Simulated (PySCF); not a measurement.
# C5H7F: the cost of one run

Programs: PySCF 2.14.0, with density-fitted response routines of our own. Each step states its level of theory. These are calculated values for one molecule in the gas phase, unless marked as measured. Atoms are numbered from 0 throughout.

## (1) The molecule as given

13 atoms, charge 0, multiplicity 1; geometry from: GFN2-xTB. The atoms were then displaced at random by about 0.01 Å, so the start is not that level's minimum.

Bonds of the start (Å): F0–C1 1.31, C1–C2 1.30, C2–C3 1.52, C3–C4 1.58, C4–C5 1.54, C5–C1 1.49, C2–H6 1.09, C3–H7 1.08, C3–H8 1.09, C4–H9 1.07, C4–H10 1.11, C5–H11 1.08, C5–H12 1.11.

## (2) Relaxing the molecule at PBE0-D3(BJ)/def2-SVP

What the job is given:

```
{"job": {"xc": "PBE0", "basis": "def2-SVP", "d3": "d3bj", "grid": 1, "shake": 0.01, "kind": "geom"}, "charge": 0, "multiplicity": 1}
F     -1.405400     2.189030    -0.242030
C     -0.624840     1.141410    -0.126230
C      0.656840     1.171970     0.116020
C      1.262390    -0.216790     0.157840
C     -0.026400    -1.126720     0.151390
C     -1.189560    -0.222750    -0.306060
H      1.295420     2.046110     0.263680
H      1.867160    -0.393650    -0.724320
H      1.849770    -0.380410     1.060530
H      0.099580    -1.992850    -0.468980
H     -0.225460    -1.478150     1.182980
H     -1.431480    -0.392490    -1.348040
H     -2.122200    -0.361610     0.272880
```

The run is started by

```
> OMP_NUM_THREADS=1 python probes_run.py task.json out
```

One launch serves the whole session: the jobs run in the order shown.

Q: Estimate the wall time and peak memory of this first job on 1 thread of Arm Neoverse N1, shared host.

About 35 s, with a peak of 0.5 GiB.
